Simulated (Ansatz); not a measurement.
Solid bromine was calculated with r²SCANh in Ansatz (plane waves, PAW).

Settings: plane-wave cutoff 520 eV, 8×8×4 k mesh (along the axes of the cell as run), Fermi–Dirac smearing 0.01 eV, scalar-relativistic PAW data made under PBE.

Computed at the level's own relaxed cell.

### Question
What does this level give for the equilibrium lattice constant a, lattice parameter b, c axis length and band gap?

### Answer

equilibrium lattice constant a: 7.053 Å
lattice parameter b: 4.323 Å
c axis length: 8.813 Å
band gap: 2.54 eV

Note: the cell comes from a level without a dispersion term, which matters for the spacing of layers, chains or molecules.

Spin–orbit coupling is not included.

Ansatz is a first-principles code.
